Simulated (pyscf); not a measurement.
Hydrogen shift: F–CH•–CH(F)–F (SMILES F[CH]C(F)F) -> F–CH₂–C•(F)–F (SMILES FC[C](F)F)

Gas phase, doublet surface, charge 0. Bonds broken: C2–H5. Bonds formed: C3–H5. Optimised with ωB97X-D3(BJ)/def2-SVP in PySCF.

Transition state (Å):

```xyz
7

F      0.2167     1.2231     0.6722
C     -0.3549     0.4285    -0.2475
C     -0.5346    -0.9966    -0.0299
F     -1.7634    -1.5457     0.0388
H      0.1593    -0.4869    -1.0905
H      0.2381    -1.4909     0.5685
F     -1.3478     1.0619    -0.8682
```

One imaginary mode, 2212i cm⁻¹; descent along it reached the two sides named.

```json
[
 {"bond": "C2–H5", "change": "breaks", "reactant side (Å)": "1.105", "saddle": "1.347", "product side": "2.123"},
 {"bond": "C3–H5", "change": "forms", "reactant side (Å)": "2.142", "saddle": "1.366", "product side": "1.102"}
]
```

Electronic energies relative to the reactant's lowest minimum found (kJ/mol):

```
level                   barrier  reaction energy  reverse barrier
----------------------  -------  ---------------  ---------------
ωB97X-D3(BJ)/def2-TZVP    232.4             +1.1            231.3
PBE/def2-TZVP             199.2             +0.2            199.0
r²SCAN/def2-TZVP          218.5             +1.4            217.1
B3LYP-D3(BJ)/def2-TZVP    226.0             +1.6            224.4
PBE0-D3(BJ)/def2-TZVP     220.2             +0.5            219.7
M06-2X/def2-TZVP          235.4             +1.7            233.7
ωB97M-D3(BJ)/def2-TZVP    229.7             +3.6            226.1
HF/def2-TZVP              290.0             +1.6            288.3
```

With ωB97M-D3(BJ)/def2-TZVP energies and thermal terms (ideal gas, 1 atm, RRHO with modes under 100 cm⁻¹ raised to 100, one conformer, R ln 2 for rigid chiral ones), in kJ/mol:

```tsv
T (K)	ΔH‡	ΔG‡	ΔH	ΔG
298	216.2	216.3	+5.4	+5.9
600	215.3	216.6	+4.6	+6.7
900	214.3	217.5	+4.2	+7.9
1200	213.0	218.8	+3.9	+9.2
```

F–CH•–CH(F)–F lies 58.4 kJ/mol over its isomer •H₂C–C(F)(F)–F, and others may lie lower still (electronic energy, ωB97M-D3(BJ)). F–CH₂–C•(F)–F lies 62.0 kJ/mol over its isomer •H₂C–C(F)(F)–F, and others may lie lower still (electronic energy, ωB97M-D3(BJ)). This is the saddle that the search found; another between the same sides may lie lower.
